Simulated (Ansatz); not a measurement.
Two isomers of C3H4FN: A = `NC1=C(F)C1`, B = `FC1=CCN1`.

Program: Ansatz. Geometries: PBE0-D4/def2-TZVP. ΔE: electronic, gas phase. CCSD(T)/CBS adds triple-zeta CCSD(T) − MP2 to the extrapolated MP2 energy (def2 sets, frozen cores). Functionals use def2-TZVPP. B3LYP here is the variant with VWN-RPA as its local correlation; programs differ in this. One conformer a species, not always the lowest.

Task: Which isomer does CCSD(T)/CBS put lower? Give the gap. (An estimate is asked.)

Result: The calculation gave: B, by 103.4 kJ/mol.

Task: Give E(B) − E(A) in kJ/mol with HF/def2-TZVPP, LDA (SPW92), PBE0-D4, CCSD(T)/def2-SVP, B3LYP, B2PLYP, r2SCAN-D4. (Estimate.)

Result: Ansatz gave: HF/def2-TZVPP -103.8, LDA (SPW92) -95.6, PBE0-D4 -95.5, CCSD(T)/def2-SVP -97.9, B3LYP -90.2, B2PLYP -95.7, r2SCAN-D4 -95.6. None reverses the order clearly.

Task: Does the order hold for the free energy at 298.15 K (harmonic terms from PBE0-D4)? (Best estimate.)

Result: Ansatz gave: Yes: G(B) − G(A) = -96.9 kJ/mol, for one conformer each.

Largest T1 diagnostic: 0.012.

At CCSD(T), def2-SVP lies +5.5 kJ/mol from the extrapolated value and def2-TZVPP −1.1 kJ/mol. Leaving LDA and LC-ωPBE aside and taking each functional with its dispersion term where it has one, the values, not all of them listed here, spread over 13.3 kJ/mol, from PBE-QIDH to BLYP-D4. LDA lies −6.5 kJ/mol from PBE without D4.
